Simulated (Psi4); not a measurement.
**One shape, several levels: ClF (chlorine monofluoride)**

Wanted: a comparison of 6 runs (B3LYP/cc-pVTZ, M06-L/cc-pVTZ, PBE/cc-pVTZ, TPSS/cc-pVTZ, revPBE/cc-pVTZ, CCSD/cc-pVTZ) of ClF (chlorine monofluoride). 

The calculation is run with Psi4 1.11.

2 further runs of the same task are left out: 1 that didn't finish, 1 set aside as unsound or not needed.

## Step 1: Starting point

The species is ClF (2 atoms), meant as a singlet with charge 0. SMILES: `FCl`. The F1–Cl2 distance was set to 2.106 Å, away from the relaxed value.

Bond lengths: F1–Cl2 2.106 Å.

## Step 2: Energy and gradient at B3LYP/cc-pVTZ (run 1)

clf.py

```python
import psi4

psi4.set_memory(1600000000)
psi4.set_num_threads(1)
psi4.core.set_output_file('psi4.out', False)

m = psi4.geometry("""
0 1
F
Cl 1 2.1056
symmetry c1
no_reorient
no_com
""")

options = {'basis': 'cc-pVTZ', 'reference': 'rks', 'puream': True, 'e_convergence': 1e-09, 'd_convergence': 1e-08, 'scf_type': 'pk', 'dft_radial_points': 99, 'dft_spherical_points': 590}
psi4.set_options(options)

energy_value, wavefunction = psi4.gradient("b3lyp", return_wfn=True)
print('gradient / Eh bohr^-1')
print(energy_value.np.round(6))
print(f'energy = {wavefunction.energy():.10f} Eh')
```

Started as:

```sh
python clf.py
```

psi4.out:

```text
[...]
  Running in c1 symmetry.
[...]
  Nuclear repulsion =   38.451801497202702
[...]
  Multiplicity = 1
[...]
  Nalpha       = 13
  Nbeta        = 13
[...]
    Number of basis functions: 64
[...]
   @RKS iter   1:  -559.91541467268996   -3.46814e-01   6.32799e-03 DIIS/ADIIS
[...]
   @RKS iter  10:  -559.97963867940712   -6.52562e-11   5.04874e-09 DIIS
[...]
    Orbital Energies [Eh]
    ---------------------
    Doubly Occupied:
       1A   -101.668611     2A    -24.727616     3A     -9.565597
       4A     -7.335571     5A     -7.317098     6A     -7.317098
       7A     -1.159853     8A     -0.860696     9A     -0.473627
      10A     -0.433415    11A     -0.433415    12A     -0.372431
      13A     -0.372431
[...]
  @RKS Final Energy:  -559.97963867940712
   => Energetics <=
    Nuclear Repulsion Energy =             38.4518014972027018
    One-Electron Energy =                -850.6622933357753027
    Two-Electron Energy =                 283.2825999759444926
    DFT Exchange-Correlation Energy =     -31.0517468167790831
    Empirical Dispersion Energy =           0.0000000000000000
    VV10 Nonlocal Energy =                  0.0000000000000000
    Total Energy =                       -559.9796386794071168
[...]
 Multipole Moments:
 ------------------------------------------------------------------------------------
     Multipole            Electronic (a.u.)      Nuclear  (a.u.)        Total (a.u.)
 ------------------------------------------------------------------------------------
 L = 1.  Multiply by 2.5417464519 to convert [e a0] to [Debye]
 Dipole X            :         -0.0000000            0.0000000           -0.0000000
 Dipole Y            :          0.0000000            0.0000000            0.0000000
 Dipole Z            :          0.0909298            0.6085072            0.6994370
 Magnitude           :                                                    0.6994370
[...]
  -Total Gradient:
     Atom            X                  Y                   Z
    ------   -----------------  -----------------  -----------------
       1       -0.000000000000    -0.000000000000    -0.079993372761
       2       -0.000000000000     0.000000000000     0.079996838271
[...]
```

On the terminal:

```text
gradient / Eh bohr^-1
[[-0.       -0.       -0.079993]
 [-0.        0.        0.079997]]
energy = -559.9796386794 Eh
```

Wall time 13 s (1 thread of AMD EPYC 7R43 (Zen 3), shared host); peak memory 0.61 GiB.

## Step 3: Energy and forces at M06-L/cc-pVTZ (run 2)

job.in

```
memory 1600 mb

molecule {
  0 1
  F
  Cl 1 r2

  r2 = 2.1056
  units angstrom
  symmetry c1
  no_reorient
  no_com
}

set {
  basis                cc-pVTZ
  puream               true
  e_convergence        1e-09
  d_convergence        1e-08
  scf_type             pk
  dft_radial_points    99
  dft_spherical_points 590
}

e, wfn = gradient("m06-l", return_wfn=True)
oeprop(wfn, "MULLIKEN_CHARGES", "MAYER_INDICES", "QUADRUPOLE")
print_variables()
```

Started as:

```sh
psi4 -i job.in -o job.out -n 1
```

job.out:

```text
[...]
  Running in c1 symmetry.
[...]
  Nuclear repulsion =   38.451801497202702
[...]
  Multiplicity = 1
[...]
  Nalpha       = 13
  Nbeta        = 13
[...]
    Number of basis functions: 64
[...]
   @RKS iter   1:  -559.87759196309071   -3.07433e-01   5.99122e-03 DIIS/ADIIS
[...]
   @RKS iter  12:  -559.93458071526868   -9.09495e-13   8.62474e-10 DIIS
[...]
    Orbital Energies [Eh]
    ---------------------
    Doubly Occupied:
       1A   -101.296362     2A    -24.551953     3A     -9.504836
       4A     -7.222576     5A     -7.200544     6A     -7.200544
       7A     -1.133671     8A     -0.818763     9A     -0.444334
      10A     -0.386136    11A     -0.386136    12A     -0.332856
      13A     -0.332856
[...]
  @RKS Final Energy:  -559.93458071526868
   => Energetics <=
    Nuclear Repulsion Energy =             38.4518014972027018
    One-Electron Energy =                -850.7810592049336265
    Two-Electron Energy =                 290.9010581617071693
    DFT Exchange-Correlation Energy =     -38.5063811692449889
    Empirical Dispersion Energy =           0.0000000000000000
    VV10 Nonlocal Energy =                  0.0000000000000000
    Total Energy =                       -559.9345807152686803
[...]
  -Total Gradient:
     Atom            X                  Y                   Z
    ------   -----------------  -----------------  -----------------
       1        0.000000000000     0.000000000000    -0.074625520493
       2        0.000000000000     0.000000000000     0.074614449701
[...]
 Multipole Moments:
 ------------------------------------------------------------------------------------
     Multipole            Electronic (a.u.)      Nuclear  (a.u.)        Total (a.u.)
 ------------------------------------------------------------------------------------
 L = 1.  Multiply by 2.5417464519 to convert [e a0] to [Debye]
 Dipole X            :         -0.0000000            0.0000000           -0.0000000
 Dipole Y            :         -0.0000000            0.0000000           -0.0000000
 Dipole Z            :          0.0197041            0.6085072            0.6282113
 Magnitude           :                                                    0.6282113
 L = 2.  Multiply by 1.3450342976 to convert [e a0^2] to [Debye ang]
 Quadrupole XX       :        -12.9953546            0.0000000          -12.9953546
 Quadrupole XY       :          0.0000000            0.0000000            0.0000000
[...]
  Mulliken Charges: (a.u.)
   Center  Symbol    Alpha    Beta     Spin     Total
       1     F     4.59583  4.59583  0.00000 -0.19167
       2    CL     8.40417  8.40417  0.00000  0.19167
   Total alpha = 13.00000, Total beta = 13.00000, Total charge =  0.00000
  Mayer Bond Indices:
[...]
```

It took 18 s on 1 thread of AMD EPYC 7R43 (Zen 3), shared host; peak memory 0.89 GiB.

Runs 3 to 5 aren't shown in full; the table further down has their settings and results.

## Step 4: The energy at CCSD/cc-pVTZ (run 6)

input.json

```json
{
 "schema_name": "qcschema_input",
 "schema_version": 1,
 "molecule": {
  "schema_name": "qcschema_molecule",
  "schema_version": 2,
  "symbols": ["F", "Cl"],
  "geometry": [0.0, 0.0, -0.85914509, 0.0, 0.0, 3.11986224],
  "molecular_charge": 0,
  "molecular_multiplicity": 1,
  "fix_symmetry": "c1",
  "fix_com": true,
  "fix_orientation": true
 },
 "driver": "energy",
 "model": {
  "method": "ccsd",
  "basis": "cc-pVTZ"
 },
 "keywords": {
  "puream": true,
  "e_convergence": 1e-09,
  "d_convergence": 1e-08,
  "scf_type": "pk",
  "num_frozen_docc": 6
 }
}
```

Started as:

```sh
psi4 --qcschema input.json -n 1 --memory 1600MB
```

stdout:

```text
[...]
  Running in c1 symmetry.
[...]
  Nuclear repulsion =   38.451801494922101
[...]
  Multiplicity = 1
[...]
  Nalpha       = 13
  Nbeta        = 13
[...]
    Number of basis functions: 64
[...]
   @RHF iter   1:  -558.76674815691945   -6.95590e-01   5.10213e-03 DIIS/ADIIS
[...]
   @RHF iter  11:  -558.81792108562149   -2.04636e-12   2.64418e-09 DIIS
[...]
    Orbital Energies [Eh]
    ---------------------
    Doubly Occupied:
       1A   -104.972022     2A    -26.342582     3A    -10.686597
       4A     -8.153217     5A     -8.149589     6A     -8.149589
       7A     -1.540854     8A     -1.123228     9A     -0.661426
      10A     -0.661426    11A     -0.574676    12A     -0.534809
      13A     -0.534809
[...]
  @RHF Final Energy:  -558.81792108562149
   => Energetics <=
    Nuclear Repulsion Energy =             38.4518014949221012
    One-Electron Energy =                -850.3697930976220505
    Two-Electron Energy =                 253.1000705170784215
    Total Energy =                       -558.8179210856216059
[...]
 Multipole Moments:
 ------------------------------------------------------------------------------------
     Multipole            Electronic (a.u.)      Nuclear  (a.u.)        Total (a.u.)
 ------------------------------------------------------------------------------------
 L = 1.  Multiply by 2.5417464519 to convert [e a0] to [Debye]
 Dipole X            :          0.0000000            0.0000000            0.0000000
 Dipole Y            :          0.0000000            0.0000000            0.0000000
 Dipole Z            :        -44.3695377           45.3053523            0.9358146
 Magnitude           :                                                    0.9358146
[...]
      * MP2 total energy                      = -559.292058071392830
[...]
      * CCSD total energy                     = -559.309973802407171
[...]
```

The result, in JSON:

```text
{
 "driver": "energy",
 "model": {
  "method": "ccsd",
  "basis": "cc-pVTZ"
 },
 "success": true,
 "return_result": -559.3099738024072,
 "properties": {
  "calcinfo_nbasis": 64,
  "calcinfo_nmo": 64,
  "calcinfo_nalpha": 13,
  "calcinfo_nbeta": 13,
  "calcinfo_natom": 2,
  "nuclear_repulsion_energy": 38.4518014949221,
  "return_energy": -559.3099738024072,
  "scf_one_electron_energy": -850.369793097622,
  "scf_two_electron_energy": 253.10007051707842,
  "scf_dipole_moment": [4.1050652747857686e-15, 2.2431545298091988e-16, 0.9358146104622378],
  "scf_total_energy": -558.8179210856215,
  "scf_iterations": 11,
  "mp2_same_spin_correlation_energy": -0.1133181670144387,
  "mp2_opposite_spin_correlation_energy": -0.3608188187582561,
  "mp2_singles_energy": -1.1718479798971593e-28,
  "mp2_doubles_energy": -0.4741369857726948,
  "mp2_correlation_energy": -0.4741369857726948,
  "mp2_total_energy": -559.2920580713928,
  "ccsd_same_spin_correlation_energy": -0.09760558903520006,
  "ccsd_opposite_spin_correlation_energy": -0.3944471277518737,
  "ccsd_singles_energy": 0.0,
  "ccsd_doubles_energy": -0.49205271678707374,
  "ccsd_correlation_energy": -0.4920527167870736,
  "ccsd_total_energy": -559.3099738024072,
  "ccsd_iterations": 19
 }
}
```

Run time: 13 s. Hardware: 1 thread of AMD EPYC 7R43 (Zen 3), shared host; peak memory 0.42 GiB.

## Step 5: Overview of the runs

```csv
run,level,task,frozen core orbitals,energy (Eh),dipole moment (D),HOMO energy (eV),LUMO energy (eV),wall time
1,B3LYP/cc-pVTZ,gradient,0,-559.979639,1.78,-10.13,-6.98,13 s
2,M06-L/cc-pVTZ,gradient,0,-559.934581,1.60,-9.06,-7.73,18 s
3,PBE/cc-pVTZ,energy,0,-559.692809,1.59,-8.67,-7.77,8.4 s
4,TPSS/cc-pVTZ,gradient,0,-559.999093,1.59,-8.85,-7.70,20 s
5,revPBE/cc-pVTZ,gradient,0,-559.858588,1.56,-8.62,-7.68,13 s
6,CCSD/cc-pVTZ,energy,6,-559.309974,–,-14.55,-2.45,13 s
```

## Step 6: Results

```
                                          quantity          value
                               run 6: total energy  -559.30997 Eh
        run 6: HOMO energy (Hartree–Fock orbitals)      -14.55 eV
        run 6: LUMO energy (Hartree–Fock orbitals)       -2.45 eV
      run 6: HOMO–LUMO gap (Hartree–Fock orbitals)       12.10 eV
run 6: correlation energy (6 core orbitals frozen)     -492.1 mEh
                              run 6: T1 diagnostic          0.021
```

**Reading.** Over runs 1, 2, 3, 4, 5 the dipole moment (its size) runs from 1.56 D (revPBE/cc-pVTZ) to 1.78 D (B3LYP/cc-pVTZ). Over runs 1, 2, 3, 4, 5 the HOMO–LUMO gap runs from 0.90 eV (PBE/cc-pVTZ) to 3.16 eV (B3LYP/cc-pVTZ). Totals of different functionals can't be ranked against each other. All runs together took 86 s, the longest 20 s.
